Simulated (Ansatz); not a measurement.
A made-up structure of CH₅AlN, doublet:

```
8
angstrom
C -0.5760 0.6854 -0.1274
N 0.6958 0.1367 0.2993
Al 1.2199 -1.5591 0.2537
H -1.2150 -0.1157 -0.5068
H -1.1157 1.1711 0.6943
H -0.4620 1.4203 -0.9332
H -0.1845 0.5008 0.8402
H 0.1386 -2.5893 -0.3350
```

It is relaxed with PBE-D4/def2-SVP and then PBE0-D4/def2-TZVP (Ansatz 0.2.0). Atoms count as bonded within 1.22 times the sum of their covalent radii (H–H: 0.88 Å). The end point is not checked to be a true minimum.

**Question.** Does its bonding change? (Judge from chemistry; the calculation decides.)

**Answer.** Computed: Yes. Formed: none; broken: C1–H7.

Where it ends: The first stage lowers the energy by 4.53 eV in 14 steps. It ends as CH₅AlN ([CH3][NH][AlH]):
```xyz
8
angstrom
C -0.7267 0.6496 -0.1920
N 0.3850 0.0599 0.5271
Al 0.9637 -1.6169 0.4514
H -1.1976 -0.1048 -0.8268
H -1.4997 1.0361 0.4828
H -0.4101 1.4724 -0.8439
H 0.8453 0.7298 1.1255
H 0.1413 -2.5759 -0.5391
```

Labels in which every atom is bracketed show which atoms are joined, not bond orders.

For scale, one of the runs: PBE0-D4/def2-TZVP relaxation, 129 basis functions, launched by `ansatz run in.yaml --threads 2 --pin off --events-out ev --progress --plain --max-ram 4352MiB`. The run took about 21 s on 2 CPU threads of an Arm Neoverse V1 (shared host).
